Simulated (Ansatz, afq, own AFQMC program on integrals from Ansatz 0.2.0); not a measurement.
Two steps: Ansatz 0.2.0 writes the Fock matrix and Cholesky factors of the valence space, and afq projects on them the lowest state that overlaps trial and start.

```yaml
crystal:
  periodic: [false, false, false]
  atoms:
    - {symbol: F, position_ang: [0.000000, 0.000000, 0.000000]}
    - {symbol: P, position_ang: [0.000000, 0.000000, 1.417000]}
basis:
  gaussian: {orbitals: cc-pVDZ}
magnetization: {spin_polarized: true, initial_magnetization: 2}
correlation: {method: ccsd_t, electrons: outside_noble_gas, hamiltonian_folder: ham}
```

```sh
$ ansatz run in.yaml --threads 1 --pin off --events-out ev --progress --plain --max-ram 1382MiB
```

Options of the walk:

```
--method phaseless --trial hf --walkers 120 --populations 1 --least-time 40 --time-step 0.005 --steps-per-block 20 --equilibration-blocks 112 --max-blocks 600 --target-error 0.00126 --factor-cut 1e-05 --start spin_pure --seed 763 --taylor-order 6
```

Times are imaginary, in 1/Eh. The walk had a cap of 514 s.

Log:

```
orbitals 26  electrons 7 5  factors 183 of 321
reference energy -440.12456470 Eh
CCSD correlation -0.27349408 Eh in 11 cycles, weight of the determinant in the CISD state 0.9134
energy of the start -440.125180 Eh
 block  time / (1/Eh)  mean weight  energy / Eh
     1     0.100  1.0035  -440.225555
     2     0.200  1.0015  -440.275657
     3     0.300  1.0012  -440.310787
     4     0.400  1.0022  -440.355598
     5     0.500  1.0026  -440.356646
    10     1.000  1.0004  -440.385488
    69     6.900  0.9990  -440.429685
    86     8.600  1.0017  -440.398412
   154    15.400  0.9999  -440.354681
   171    17.100  1.0006  -440.416270
   256    25.600  1.0007  -440.397750
   341    34.100  1.0017  -440.395527
   426    42.600  1.0010  -440.403504
   511    51.100  1.0009  -440.424217
   596    59.600  1.0020  -440.413285
   681    68.100  1.0018  -440.417263
   698    69.800  1.0019  -440.408930
blocks merged  error / Eh  count
     1  0.000902  600
     2  0.001144  300
     4  0.001410  150
     8  0.001657  75
    16  0.001651  37
    32  0.001949  18
    64  0.001863  9
energy -440.401515 +/- 0.001949 Eh
(rows thinned)
```

The run passed its tests (sampling time, drift between the halves within three errors, error under three times the target), which doesn't prove that it has relaxed.

Against this walk (error 53.0 meV) on the same determinant: CCSD(T) 32.8 meV lower (within the noise), CCSDT(Q) 56.8 meV lower (within the noise), a separate phaseless walk with a CISD trial and standard settings 38.2 ± 53.9 meV lower (within the noise). The error is statistical and leaves out the bias of the constraint.

Cautions: constraint bias not in the error; error above the target (53.0 against 34.3 meV); lower spins were not checked.

The walk took 94 s on 1 thread of Intel(R) Xeon(R) 6975P-C (Granite Rapids) (shared host). The log's last line is the phaseless energy.

CCSDT and higher add their correlation energy to the determinant of the CCSD(T) run, since their own runs factorise the integrals more tightly (a shift of under 2 meV). A walk keeps the symmetry of its determinant, which the program's search chose and which needn't be the lowest solution, so a lower state of the same spin and another symmetry isn't excluded.
